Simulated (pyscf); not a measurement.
`[SiH3][GeH3]` + `[ClH]` → `[SiH3][GeH2][Cl]` + `[H][H]` (four-centre exchange; singlet surface; Ge–H, Cl–H broken, Cl–Ge, H–H formed). Structures and frequencies: ωB97X-D3(BJ)/def2-SVP in PySCF. Energies in eV from the separated reactants.

```json
[
 {"level": "ωB97X-D3(BJ)/def2-TZVP", "barrier": "1.50", "reaction energy": "-0.65"},
 {"level": "PBE/def2-TZVP", "barrier": "?", "reaction energy": "-0.51"},
 {"level": "r²SCAN/def2-TZVP", "barrier": "?", "reaction energy": "?"},
 {"level": "B3LYP-D3(BJ)/def2-TZVP", "barrier": "1.46", "reaction energy": "-0.58"},
 {"level": "ωB97M-D3(BJ)/def2-TZVP", "barrier": "1.58", "reaction energy": "-0.51"},
 {"level": "HF/def2-TZVP", "barrier": "2.15", "reaction energy": "-0.49"}
]
```

Complete the blanks.


- PBE/def2-TZVP, barrier: 1.37
- r²SCAN/def2-TZVP, barrier: 1.44
- r²SCAN/def2-TZVP, reaction energy: -0.57

The functionals in the table span 0.21 eV in this barrier, from PBE to ωB97M-D3(BJ)/def2-TZVP. At the saddle there is also a short Ge–H contact that neither side keeps. This is the saddle that the search found; another between the same sides may lie lower. Elements up to Kr have no core potential and no relativistic terms here.
